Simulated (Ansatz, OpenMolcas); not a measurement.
# How basis sets differ on SiHCl (SMILES [SiH]Cl)

SiHCl, singlet, SMILES `[SiH]Cl`. Each level relaxes the structure for itself.

Each level gives the highest harmonic wavenumber at each level's own minimum (cm⁻¹). The values are calculated.

| level | kind | program | value (cm⁻¹) |
| --- | --- | --- | --- |
| HF/STO-3G | Hartree–Fock | Ansatz | 2733 |
| HF/3-21G | Hartree–Fock | OpenMolcas | 2104 |
| HF/6-31G* (Cartesian functions) | Hartree–Fock | Ansatz | 2229 |
| HF/cc-pVTZ | Hartree–Fock | Ansatz | 2146 |

Harmonic and unscaled. The values span 2104 to 2733 cm⁻¹.
